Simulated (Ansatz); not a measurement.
**C2H5N: up Jacob's ladder to CCSD(T)**

How much do the methods differ for C2H5N? The plan is to run it at one geometry with functionals of several rungs and with coupled cluster, and see how far each lands from CCSD(T) at the basis-set limit for the atomisation energy.

Program: Ansatz 0.2.0, Gaussian basis. Level of theory: functionals in def2-TZVPP, the program's frozen cores in correlated methods. These are calculated values, not measurements.

The runs, in order: LDA (SPW92), PBE-D4, revPBE-D4, BLYP-D4, r2SCAN-D4, B97M-V, PBE0-D4, B3LYP-D4, r2SCANh-D4, r2SCAN0-D4, HSE06-D4, BHLYP-D4, CAM-B3LYP-D4, LC-ωPBE, ωB97X-V, ωB97M-V, B2PLYP, PBE-QIDH; CCSD(T)/def2-SVP; CCSD(T)/def2-TZVPP; CCSD(T)/def2-QZVPP; extrapolation to the limit; RPA on PBE.

### Step 1. The geometry

The geometry comes from an earlier relaxation with PBE0-D4 in a triple-zeta def2 set; it is a stationary point, not always the lowest conformer.

8 atoms, charge 0, spin multiplicity 1.

Atoms are counted from 1 here; the program's logs count them from 0.

Bond lengths: C1–N2 1.458 Å, C1–C3 1.474 Å, C1–H5 1.084 Å, C1–H7 1.085 Å, N2–C3 1.458 Å, N2–H4 1.014 Å, C3–H6 1.084 Å, C3–H8 1.085 Å. Angles: N2–C1–C3 59.6°, N2–C1–H5 114.9°, N2–C1–H7 118.8°, C3–C1–H5 119.8°, C3–C1–H7 117.8°, H5–C1–H7 114.8°, C1–N2–C3 60.7°, C1–N2–H4 110.4°, C3–N2–H4 110.4°, C1–C3–N2 59.6°, C1–C3–H6 119.8°, C1–C3–H8 117.8°, N2–C3–H6 114.9°, N2–C3–H8 118.8°, H6–C3–H8 114.8°.

### Step 2. LDA

This LDA is Slater exchange with PW92 correlation.

Input file in.yaml:

```yaml
crystal:
  periodic: [false, false, false]
  atoms:
    - {symbol: C, position_ang: [-0.038202, -0.394213, 0.737203]}
    - {symbol: N, position_ang: [-0.032450, 0.863907, 0.000000]}
    - {symbol: C, position_ang: [-0.038202, -0.394213, -0.737203]}
    - {symbol: H, position_ang: [0.896879, 1.268361, 0.000000]}
    - {symbol: H, position_ang: [-0.955323, -0.603008, 1.276820]}
    - {symbol: H, position_ang: [-0.955323, -0.603008, -1.276820]}
    - {symbol: H, position_ang: [0.868909, -0.707851, 1.244025]}
    - {symbol: H, position_ang: [0.868909, -0.707851, -1.244025]}
basis:
  gaussian: {orbitals: def2-TZVPP}
hamiltonian: {xc: lda}
output: {orbitals: {seedname: orbitals}}
```

Command:

```sh
$ ansatz run in.yaml --threads 2 --pin off --events-out ev --progress --plain --max-ram 22528MiB --backend cpu
```

Further steps of the session: PBE-D4 (GGA); revPBE-D4 (GGA); BLYP-D4 (GGA); r2SCAN-D4 (meta-GGA); B97M-V (meta-GGA); B3LYP-D4 (hybrid); r2SCANh-D4 (hybrid); r2SCAN0-D4 (hybrid); HSE06-D4 (hybrid); BHLYP-D4 (hybrid); CAM-B3LYP-D4 (range-separated); LC-ωPBE (range-separated); ωB97X-V (range-separated); ωB97M-V (range-separated); B2PLYP (double hybrid); PBE-QIDH (double hybrid); CCSD(T) in def2-SVP; CCSD(T) in def2-TZVPP; CCSD(T) in def2-QZVPP; RPA on PBE orbitals.

Before running them: what should the planned runs give, taken together? Wanted: atomisation energy, CCSD(T)/CBS; farthest beyond LDA; mean size of error, GGA; mean size of error, meta-GGA; mean size of error, hybrid; mean size of error, range-separated; mean size of error, double hybrid; gap, smallest and largest; T1 diagnostic.

The runs gave:

| quantity | value |
| --- | --- |
| atomisation energy, CCSD(T)/CBS | 3005.3 kJ/mol |
| functionals within 15.0 kJ/mol (0.5 %) | r2SCAN-D4, B97M-V, r2SCANh-D4, PBE-QIDH |
| farthest beyond LDA | PBE-D4 (+99.1 kJ/mol) |
| mean size of error, GGA | 46.4 kJ/mol |
| mean size of error, meta-GGA | 11.6 kJ/mol |
| mean size of error, hybrid | 36.9 kJ/mol |
| mean size of error, range-separated | 24.8 kJ/mol |
| mean size of error, double hybrid | 9.5 kJ/mol |
| gap, smallest and largest | 5.98 eV (BLYP-D4), 13.39 eV (LC-ωPBE) |
| T1 diagnostic | 0.0086 |
| triples share of the correlation energy | 4.0 % |

LDA overbinds by 472.1 kJ/mol (16 %). PBE-D4 is off by +99.1 kJ/mol. Double hybrids carry the basis error of their MP2 part in triple zeta, and no dispersion term here, so their miss is partly the set-up's. The rungs double hybrid, meta-GGA miss on average by less than the doubt on the reference (15.0 kJ/mol), so they tie. The reference freezes the cores and leaves out relativity and excitations past (T), so misses under about 15.0 kJ/mol can't be ranked. Hartree-Fock recovers 71 % of the binding; the rest is correlation. CCSD(T) in def2-SVP is off by -150.1 kJ/mol, so the small basis spoils what the method gains. The gap grows from 6.0 to 13.4 eV across the functionals, mostly with the share of exact exchange.
